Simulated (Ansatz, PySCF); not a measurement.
Process, species as SMILES: [CH]=O -> [CH]=O as singlet, charge +1 + e-
Geometries: B3LYP-D3(BJ)/def2-TZVP minima from Ansatz (a quantum-chemistry and plane-wave program).

Property: adiabatic ionisation energy (electronic energy difference), in eV. Cores are frozen in the correlated levels unless marked. UHF or UKS for open shells. Spin-orbit coupling is left out. Non-relativistic. CBS(X,Y): correlation extrapolated as X^-3; Hartree-Fock from the larger set. [CCSD(T)-MP2]/basis is that difference in the basis named.

```tsv
level	program	adiabatic ionisation energy (eV)
HF/def2-QZVPP	Ansatz	7.68
PBE/def2-TZVPD	Ansatz	8.30
TPSS/def2-TZVPD	PySCF	8.31
MN15-D3(BJ)/def2-TZVPD	PySCF + dftd3	8.13
MP2/CBS(def2-TZVPP,def2-QZVPP)	Ansatz	7.88
SCS-MP2/cc-pVTZ	Ansatz	7.72
CCSD/cc-pwCVTZ	Ansatz	7.94
CCSD/def2-QZVPP	Ansatz	8.01
RI-MP2/CBS(def2-TZVPP,def2-QZVPP)+[CCSD(T)-MP2]/def2-TZVPP	Ansatz	8.05
CCSD(T)/CBS(aug-cc-pVTZ,aug-cc-pVQZ)	Ansatz	8.07
```
